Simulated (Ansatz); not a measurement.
# CH3 (doublet): wave-function methods side by side at a displaced geometry (v1), cc-pVTZ

Aim: climb from Hartree-Fock through coupled cluster and multireference methods for CH3 (doublet) at one geometry and basis, and see what each rung misses.

Method: cc-pVTZ, core rule «outside noble gas», up to 1 orbitals frozen; program: Ansatz 0.2.0, Gaussian basis.

To be run: UHF; CCSD(T) on ROHF; CCSD(T) on UHF; BCCD(T) on ROHF; CCSDT(Q) on ROHF; CCSDT(Q) on UHF; CASSCF and MRCISD+Q, 7 electrons in 7 orbitals; CASSCF and NEVPT2, 7 electrons in 7 orbitals.

21 further runs of the same task are left out: 8 that didn't finish, 13 set aside as unsound or not needed. Runs told in other sessions of the task aren't counted.

## 1. What is computed

The geometry is a PBE0/def2-TZVP stationary point (not a proven minimum) with its atoms shifted at random (size 0.040 Å).

4 atoms, charge 0, spin multiplicity 2.

Atoms are counted from 1 here; the program's logs count them from 0.

Bond lengths: C1–H2 1.079 Å, C1–H3 1.096 Å, C1–H4 1.125 Å. Angles: H2–C1–H3 117.5°, H2–C1–H4 121.1°, H3–C1–H4 121.2°.

## 2. UHF

Input file in.yaml:

```yaml
crystal:
  periodic: [false, false, false]
  atoms:
    - {symbol: C, position_ang: [0.000627, -0.000495, 0.005959]}
    - {symbol: H, position_ang: [1.079725, -0.002611, -0.005515]}
    - {symbol: H, position_ang: [-0.504355, 0.970904, -0.050541]}
    - {symbol: H, position_ang: [-0.582837, -0.962397, -0.014950]}
basis:
  gaussian: {orbitals: cc-pVTZ}
magnetization: {spin_polarized: true, initial_magnetization: 1}
hamiltonian: {xc: hf}
output: {orbitals: {seedname: orbitals}}
```

Run with:

```sh
$ ansatz run in.yaml --threads 1 --pin off --events-out ev --progress --plain --max-ram 2393MiB
```

The runs that follow: CCSD(T) on ROHF; CCSD(T) on UHF; BCCD(T) on ROHF; CCSDT(Q) on ROHF; CCSDT(Q) on UHF; CASSCF and MRCISD+Q, 7 electrons in 7 orbitals; CASSCF and NEVPT2, 7 electrons in 7 orbitals.

Before running them: what should the planned runs give, taken together? Wanted: UCCSDT(Q) from the RHF energy; RMP2 from UCCSDT(Q); UMP2 from UCCSDT(Q); RCCSD from UCCSDT(Q); RCCSD(T) from UCCSDT(Q); UCCSD(T) from UCCSDT(Q); RCCSDT(Q) from UCCSDT(Q); NEVPT2 valence from UCCSDT(Q); MRCISD+Q valence from UCCSDT(Q).

As calculated:

```
                         quantity                                                                     value
    UCCSDT(Q) from the ROHF energy                                                                -5.1557 eV
              RMP2 from UCCSDT(Q)                                                                +705.4 meV
              UMP2 from UCCSDT(Q)                                                                +716.6 meV
             RCCSD from UCCSDT(Q)                                                                +150.3 meV
          RCCSD(T) from UCCSDT(Q)                                                                 +16.7 meV
          UCCSD(T) from UCCSDT(Q)                                                                 +16.3 meV
         RCCSDT(Q) from UCCSDT(Q)                                                                  +0.9 meV
    NEVPT2 valence from UCCSDT(Q)                                                                +746.0 meV
  MRCISD+Q valence from UCCSDT(Q)                                                                 +21.6 meV
levels within 1 kcal/mol (43 meV)  RCCSD(T), UCCSD(T), BCCD(T), RCCSDT, UCCSDT, RCCSDT(Q), MRCISD+Q valence
                    T1 diagnostic                                                                     0.015
   effectively unpaired electrons                                                                      1.01
```

In words: RCCSD(T) misses by +16.7 meV, 0.3 % of the correlation energy. One determinant dominates. Of the multireference levels listed MRCISD+Q valence comes nearest in total energy (+21.6 meV), which doesn't show that its space is the better one. These misses are within one basis, not against nature; the frozen cores of restricted and unrestricted runs differ, which can shift their rows.
